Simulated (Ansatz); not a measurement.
Species: CH2O, charge 0, multiplicity 1. 
Coordinates optimised at B3LYP-D3(BJ)/def2-TZVP (Ansatz, a first-principles code):
```
C
O 1 1.1989
H 1 1.1075 2 122.05
H 1 1.1075 3 115.91 2 180.00
```

Quantity: vertical ionisation energy (to the doublet state of charge +1; each state is the SCF solution reached for its spin), in eV. Valence correlation only, unless marked. Open shells are spin-unrestricted. Spin-orbit coupling is left out. No relativistic terms. CBS(X,Y): correlation extrapolated as X^-3; Hartree-Fock from the larger set.

```tsv
level	program	vertical ionisation energy (eV)
wB97X-V/def2-TZVPD	Ansatz	10.83
SCS-MP2/aug-cc-pVTZ	Ansatz	11.27
SCS-MP2/def2-QZVPPD	Ansatz	11.33
CCSD/def2-SVPD	Ansatz	10.74
CCSD/aug-cc-pVTZ	Ansatz	10.83
CCSD/def2-TZVPPD	Ansatz	?
CCSD/def2-QZVPPD	Ansatz	?
CCSD(T)/CBS(def2-TZVPPD,def2-QZVPPD)	Ansatz	?
```

What belongs in the gaps?


- CCSD/def2-TZVPPD, vertical ionisation energy (eV): 10.80
- CCSD/def2-QZVPPD, vertical ionisation energy (eV): 10.86
- CCSD(T)/CBS(def2-TZVPPD,def2-QZVPPD), vertical ionisation energy (eV): 10.99
